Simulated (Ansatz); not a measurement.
Ansatz (a first-principles code) input file for CF4, SMILES FC(F)(F)F, PBE0/def2-SVPD. The structure is a stationary point at B3LYP-D3(BJ)/def2-SVP.

Ansatz 0.2 input:
```yaml
crystal:
  periodic: [false, false, false]
  atoms:
    - {symbol: F, position_ang: [0.76386755, -0.76386755, 0.76386755]}
    - {symbol: C, position_ang: [0.00000000, 0.00000000, 0.00000000]}
    - {symbol: F, position_ang: [-0.76386755, -0.76386755, -0.76386755]}
    - {symbol: F, position_ang: [-0.76386755, 0.76386755, 0.76386755]}
    - {symbol: F, position_ang: [0.76386755, 0.76386755, -0.76386755]}
basis:
  gaussian:
    orbitals: def2-SVPD
hamiltonian:
  xc: {name: PBE0}
```

Output:

```
WARN ansatz: RAYON_NUM_THREADS=1 ignored (pool sized by the plan → 1); use --threads N
Functional definition: PBE0
integrals: 0.04 GiB planned
909 factors; their error is unknown
mean field: 0.37 GiB planned
mean field evaluation 1: about -11882.0439 eV, gradient 4.6e1 eV
mean field evaluation 2: about -11879.2567 eV, gradient 6.5e1 eV
mean field evaluation 4: about -11885.0794 eV, gradient 5.0e-1 eV
mean field evaluation 8: about -11885.1353 eV, gradient 1.9e-3 eV
mean field -11885.13531959 eV, -436.7706669609 hartree, gradient 2.5e-5 eV, S^2 0.000000; 0 other end points of the search recorded, 0 dependent functions left out
reference -11885.13535148 eV, -436.7706681328 hartree; 21, 21 occupied and 91, 91 virtual orbitals, 909 factors
Total energy: -11885.13535148 eV, -436.7706681328 hartree
```

Self-consistency was reached.

Cost: around 1.7 core-seconds (rough).
